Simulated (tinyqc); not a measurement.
Coupled-perturbed Hartree-Fock on RHF in the sto-3g basis, for BH3, spin multiplicity 1, step by step. One step of it, computed by the program tinyqc.

Task: Coupled step 2. U_ai = -(mu_ai + sum_bj [4 (ai|bj) - (ab|ij) - (aj|bi)] U_bj) / (e_a - e_i); alpha = -4 sum U_ai mu_ai.

U after step 1, order a5, a6, a7, a8:
$$\begin{pmatrix}
-0.008743 & -1.137697 & 0.000000 & -0.000001 \\
-0.000002 & 0.005525 & 0.000000 & 0.000000 \\
0.000000 & 0.000000 & 0.000000 & -0.020314 \\
0.000000 & 0.000000 & -0.020314 & 0.000000
\end{pmatrix}$$

dipole integrals <a|z|i> (bohr), order a5, a6, a7, a8:
$$\begin{pmatrix}
0.122216 & 0.817121 & 0.000000 & 0.000001 \\
-0.003786 & -0.001995 & 0.000000 & 0.000000 \\
0.000000 & 0.000000 & 0.000000 & 0.027436 \\
0.000000 & 0.000000 & 0.027436 & 0.000000
\end{pmatrix}$$

orbital energies (hartree): MO1 -7.413536, MO2 -0.681899, MO3 -0.476393, MO4 -0.476393, MO5 0.236394, MO6 0.748562, MO7 0.793734, MO8 0.793734

Two-electron integrals over orbitals (pq|rs), unique and non-zero (hartree):
```
(11|11) 2.885251    (21|11) -0.253909   (21|21) 0.034851    (22|11) 0.608976
(22|21) -0.008909   (22|22) 0.449845    (31|31) 0.007862    (32|31) 0.013669
(32|32) 0.122673    (33|11) 0.557084    (33|21) -0.003933   (33|22) 0.446983
(33|33) 0.500409    (41|11) -1.82e-07   (41|21) 1.74e-08    (41|22) -3.39e-08
(41|33) -0.004386   (41|41) 0.007862    (42|11) -3.50e-08   (42|21) -1.65e-08
(42|22) -2.55e-07   (42|33) -0.062910   (42|41) 0.013669    (42|42) 0.122673
(43|31) -0.004386   (43|32) -0.062909   (43|43) 0.048869    (44|11) 0.557084
(44|21) -0.003933   (44|22) 0.446983    (44|33) 0.402670    (44|41) 0.004386
(44|42) 0.062910    (44|44) 0.500409    (51|11) -0.008131   (51|21) 0.001002
(51|22) -0.000745   (51|33) -0.000378   (51|44) -0.000378   (51|51) 0.021960
(52|11) 0.003808    (52|21) -0.000358   (52|22) -0.001072   (52|33) -0.000638
(52|44) -0.000638   (52|51) 0.021432    (52|52) 0.069954    (53|31) 0.000132
(53|32) -0.000710   (53|43) 0.000730    (53|53) 0.018519    (54|11) 7.28e-09
(54|33) 0.000730    (54|41) 0.000132    (54|42) -0.000710   (54|44) -0.000730
(54|51) 1.69e-08    (54|52) 3.74e-08    (54|54) 0.018519    (55|11) 0.741843
(55|21) -0.010048   (55|22) 0.467226    (55|33) 0.441312    (55|41) -6.54e-09
(55|42) -2.23e-08   (55|44) 0.441312    (55|51) 0.001095    (55|52) 0.005356
(55|54) 7.29e-09    (55|55) 0.586864    (61|11) -0.277893   (61|21) 0.039215
(61|22) -0.008935   (61|33) -0.003700   (61|41) 2.22e-07    (61|42) 2.86e-07
(61|44) -0.003700   (61|51) 0.000497    (61|52) -0.000944   (61|55) -0.007457
(61|61) 0.044316    (62|11) 0.211411    (62|21) -0.009787   (62|22) 0.040198
(62|33) 0.021035    (62|41) 1.03e-07    (62|42) -9.59e-09   (62|44) 0.021034
(62|51) -0.000912   (62|52) -0.000428   (62|54) 1.95e-08    (62|55) 0.104253
(62|61) -0.009489   (62|62) 0.068893    (63|31) 0.003199    (63|32) -0.042718
(63|43) 0.039711    (63|53) 0.000858    (63|63) 0.057862    (64|11) 3.10e-06
(64|21) -9.22e-08   (64|22) 7.75e-07    (64|33) 0.039712    (64|41) 0.003198
(64|42) -0.042720   (64|44) -0.039711   (64|52) 3.30e-08    (64|54) 0.000858
(64|55) 1.48e-06    (64|62) 1.63e-06    (64|64) 0.057863    (65|11) -0.004021
(65|21) -0.000145   (65|22) -0.002345   (65|33) -0.001089   (65|41) 6.85e-09
(65|42) 4.55e-08    (65|44) -0.001089   (65|51) 0.024148    (65|52) 0.066646
(65|54) 2.90e-07    (65|55) 0.000793    (65|61) -0.000874   (65|62) -0.003491
(65|64) -2.92e-08   (65|65) 0.070244    (66|11) 0.628885    (66|21) -0.011865
(66|22) 0.447107    (66|33) 0.446874    (66|41) 3.78e-07    (66|42) 3.12e-06
(66|44) 0.446877    (66|51) -0.001963   (66|52) -0.004176   (66|54) -3.03e-08
(66|55) 0.467223    (66|61) -0.011578   (66|62) 0.026856    (66|64) -9.08e-07
(66|65) -0.005205   (66|66) 0.465202    (71|11) 4.03e-06    (71|21) -5.83e-07
(71|22) 8.81e-08    (71|33) -0.005457   (71|41) 0.013627    (71|42) 0.020196
(71|44) 0.005457    (71|51) -7.20e-09   (71|52) 1.34e-08    (71|54) 0.000262
(71|55) 1.05e-07    (71|61) -3.05e-07   (71|62) 3.19e-07    (71|64) 0.005960
(71|65) 2.38e-08    (71|66) 7.66e-07    (71|71) 0.023926    (72|11) -3.22e-06
(72|21) 1.40e-07    (72|22) -6.13e-07   (72|33) 0.025572    (72|41) 0.007621
(72|42) -0.004018   (72|44) -0.025572   (72|51) 1.30e-08    (72|54) 0.001332
(72|55) -1.58e-06   (72|61) 3.25e-07    (72|62) -3.78e-07   (72|64) 0.045295
(72|65) 5.56e-08    (72|66) -7.17e-07   (72|71) 0.012794    (72|72) 0.048567
(73|31) 0.003736    (73|32) 0.053223    (73|43) -0.023583   (73|53) -0.000646
(73|63) -0.029798   (73|73) 0.037439    (74|11) 0.200780    (74|21) -0.005750
(74|22) 0.045025    (74|33) 0.053546    (74|41) -0.003736   (74|42) -0.053222
(74|44) 0.006381    (74|51) 0.000066    (74|52) 0.002309    (74|54) 0.000646
(74|55) 0.094113    (74|61) -0.005115   (74|62) 0.065622    (74|64) 0.029799
(74|65) -0.000625   (74|66) 0.026917    (74|71) -0.006012   (74|72) 0.008896
(74|74) 0.104079    (75|11) 5.63e-08    (75|22) 2.77e-08    (75|33) -0.001455
(75|41) 0.000478    (75|42) 0.003129    (75|44) 0.001455    (75|51) -3.53e-07
(75|52) -9.89e-07   (75|54) 0.016243    (75|55) -1.39e-08   (75|61) 2.39e-08
(75|62) 5.69e-08    (75|64) -0.001097   (75|65) -7.38e-07   (75|66) 1.55e-07
(75|71) 0.000783    (75|72) 0.000434    (75|74) -0.001358   (75|75) 0.019917
(76|11) 7.70e-07    (76|21) 1.29e-08    (76|22) 1.76e-08    (76|33) -0.057078
(76|41) 0.013503    (76|42) 0.109312    (76|44) 0.057078    (76|51) 2.52e-08
(76|52) 7.09e-08    (76|54) -0.000946   (76|55) 1.37e-07    (76|61) 3.32e-07
(76|62) 1.04e-07    (76|64) -0.046009   (76|65) 1.09e-07    (76|66) 3.28e-06
(76|71) 0.020905    (76|72) -0.010485   (76|74) -0.054366   (76|75) 0.002781
(76|76) 0.111280    (77|11) 0.689728    (77|21) -0.010282   (77|22) 0.464668
(77|33) 0.432824    (77|41) -0.001062   (77|42) 0.027176    (77|44) 0.497155
(77|51) -0.000229   (77|52) 0.000770    (77|54) -0.000849   (77|55) 0.480577
(77|61) -0.009526   (77|62) 0.042530    (77|64) -0.037020   (77|65) -0.000510
(77|66) 0.472786    (77|71) -0.002962   (77|72) -0.031935   (77|74) 0.041043
(77|75) 0.000413    (77|76) 0.028700    (77|77) 0.535289    (81|31) 0.013627
(81|32) 0.020196    (81|43) -0.005457   (81|53) 0.000262    (81|63) 0.005960
(81|73) 0.006012    (81|81) 0.023926    (82|31) 0.007621    (82|32) -0.004018
(82|43) 0.025572    (82|53) 0.001332    (82|63) 0.045295    (82|73) -0.008899
(82|81) 0.012794    (82|82) 0.048567    (83|11) 0.200780    (83|21) -0.005750
(83|22) 0.045025    (83|33) 0.006381    (83|41) 0.003736    (83|42) 0.053223
(83|44) 0.053546    (83|51) 0.000066    (83|52) 0.002309    (83|54) -0.000646
(83|55) 0.094113    (83|61) -0.005115   (83|62) 0.065622    (83|64) -0.029798
(83|65) -0.000625   (83|66) 0.026920    (83|71) 0.006012    (83|72) -0.008899
(83|74) 0.033844    (83|75) 0.001358    (83|76) 0.054368    (83|77) 0.063074
(83|83) 0.104080    (84|31) 0.003736    (84|32) 0.053223    (84|43) -0.023583
(84|53) -0.000646   (84|63) -0.029798   (84|73) 0.032799    (84|81) 0.006012
(84|82) -0.008898   (84|84) 0.037438    (85|31) 0.000478    (85|32) 0.003129
(85|43) -0.001455   (85|53) 0.016243    (85|63) -0.001097   (85|73) 0.001358
(85|81) 0.000783    (85|82) 0.000434    (85|84) 0.001358    (85|85) 0.019917
(86|31) 0.013503    (86|32) 0.109311    (86|43) -0.057077   (86|53) -0.000946
(86|63) -0.046007   (86|73) 0.054368    (86|81) 0.020905    (86|82) -0.010484
(86|84) 0.054367    (86|85) 0.002781    (86|86) 0.111279    (87|31) 0.001062
(87|32) -0.027181   (87|43) 0.032168    (87|53) 0.000849    (87|63) 0.037022
(87|73) -0.011019   (87|81) 0.002961    (87|82) 0.031935    (87|84) -0.011018
(87|85) -0.000413   (87|86) -0.028703   (87|87) 0.034380    (88|11) 0.689728
(88|21) -0.010282   (88|22) 0.464668    (88|33) 0.497157    (88|41) 0.001062
(88|42) -0.027180   (88|44) 0.432823    (88|51) -0.000229   (88|52) 0.000770
(88|54) 0.000849    (88|55) 0.480578    (88|61) -0.009526   (88|62) 0.042531
(88|64) 0.037023    (88|65) -0.000510   (88|66) 0.472784    (88|71) 0.002962
(88|72) 0.031934    (88|74) 0.063075    (88|75) -0.000413   (88|76) -0.028702
(88|77) 0.466533    (88|83) 0.041040    (88|88) 0.535290
```

Give: U after step 2; polarisability.

Result:

U after step 2, order a5, a6, a7, a8:
$$\begin{pmatrix}
-0.006 & -1.208 & 0.000 & 0.000 \\
0.000 & 0.006 & 0.000 & 0.000 \\
0.000 & 0.000 & 0.000 & -0.020 \\
0.000 & 0.000 & -0.020 & 0.000
\end{pmatrix}$$

polarisability = 3.955 bohr^3
